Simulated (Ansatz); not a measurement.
Start from Ir in the fcc (Cu type) structure (space group Fm-3m, No. 225).

```
CELL_PARAMETERS angstrom
      0.00000     1.92221     1.92221
      1.92221     0.00000     1.92221
      1.92221     1.92221     0.00000
ATOMIC_POSITIONS crystal
  Ir 0.00000 0.00000 0.00000
```

Method: Ansatz (a quantum-chemistry and plane-wave program), r2SCAN, PAW, cutoff 500 eV, no spin-orbit coupling.

```csv
level,lattice parameter a
r2SCAN,3.844 Å
```

### Question
From these computed values, estimate the measured ones, and say how each level misses.

### Answer
Measured: lattice parameter a 3.831 Å (static lattice; corrected from measurement; as listed in Daniel Mejia-Rodriguez, S. B. Trickey, Phys. Rev. B (2018)). Computed minus measured — lattice parameter a: r2SCAN +0.4 %.

Whether these cells are dynamically stable was not tested. All final runs are without spin polarisation.
